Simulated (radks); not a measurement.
# Si³⁺ in [Ne] 3s1: an all-electron calculation

One table from this session's results is given with a row withheld; the runs are named, their logs left out.

Method: scalar-relativistic Kohn-Sham, BLYP, spin-polarised, spherical densities, finite nucleus; open shells are filled with parallel spins first. Code: radks (a radial shooting solver on a logarithmic mesh, Libxc functionals) version 1.

## What is computed

```
element            : silicon (Z = 14)
charge             : +3
electrons          : 11
configuration      : [Ne] 3s1
nuclear rms radius : 3.1224 fm
```

Outer shells as boxes (Hund's rule):

Si³⁺
```
[Ne] core
3s [↑ ]
```

Set-up of the first run:

Input:

```text
Z 14
configuration [Ne] 3s1
relativity scalar-relativistic
functional b88,lyp
spin polarised
nucleus finite rms 3.1224 fm
c 137.035999084
```

One table of the session follows, with a row left open; its other results are not shown here.

It belongs to the step «Radial structure». Radial moments (bohr):

```
  level     <r>  outermost maximum (interpolated)  90 % within  nodes
  1s up  0.1113                            0.0726        0.199      0
1s down  0.1113                            0.0726        0.199      0
  2s up  0.5666                             0.454        0.893      1
2s down  0.5663                             0.454        0.892      1
  2p up       ?                                 ?            ?      ?
2p down  0.5338                             0.386        0.896      0
  3s up   1.831                              1.62         2.70      2
```

**Question.** Estimate the row for 2p up.

**Answer.** <r>: 0.5344; outermost maximum (interpolated): 0.386; 90 % within: 0.898; nodes: 0. In the column «<r>» it lies between 2p down (0.5338) and 2s down (0.5663).
